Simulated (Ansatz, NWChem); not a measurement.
C6H6 (fulvene): from total energies to a heat of formation

C6H6: 12 atoms, total charge 0, spin state singlet. SMILES: `C=C1C=CC=C1`. The shape is that of a PBE0-D4/def2-TZVP optimisation.

Total energies at B3LYP/def2-SVP (NWChem 7.3.0); the atoms run unrestricted:

```
species    state  energy (Eh)
   C6H6  singlet  -232.025353
      C  triplet   -37.814061
      H  doublet    -0.501259
```

Harmonic wavenumbers at B3LYP/6-31G*, in cm⁻¹: 211, 340, 493, 644, 678, 694, 784, 801, 804, 914, 925, 940, 961, 972, 1009, 1116, 1118, 1268, 1351, 1389, 1477, 1552, 1637, 1718, 3164, 3219, 3229, 3246, 3246, 3252.

Measured heats of formation of the gaseous atoms at 298.15 K, in kJ/mol: C 716.9, H 218.0. Spin-orbit lowering of the atoms at 298 K (mean of the ground term's levels less their thermal mean, from spectra), in kJ/mol: C 0.02. Take 1 Eh = 2625.50 kJ/mol, 1 cm⁻¹ = 0.0119627 kJ/mol, RT = 2.479 kJ/mol.

Problem. What heat of formation follows?

Solution. 
1. Electronic atomisation energy: 6 × (-37.814061) + 6 × (-0.501259) − (-232.025353) = 2.133433 Eh = 5601.3 kJ/mol.
2. Zero-point energy: half the sum of the wavenumbers, 21576 cm⁻¹ = 258.1 kJ/mol.
3. Thermal vibrational enthalpy, Σ hcν̃/(exp(hcν̃/kT) − 1): 5.6 kJ/mol. Translation, rotation and pV of a non-linear molecule: 4 RT = 9.9 kJ/mol.
4. The 12 free atoms carry 5/2 RT each: 74.4 kJ/mol.
5. Spin-orbit coupling lowers the free atoms by 6 × 0.02 = 0.1 kJ/mol.
6. Atomisation enthalpy at 298 K: 5601.3 − 0.1 − 258.1 − 5.6 − 9.9 + 74.4 = 5402.0 kJ/mol.
7. Sum of the atoms' heats of formation: 5609.4 kJ/mol. Heat of formation: 5609.4 − 5402.0 = +207.4 kJ/mol.

No measured value is set beside it here. Anharmonicity and any spin-orbit splitting of the molecule are left out.
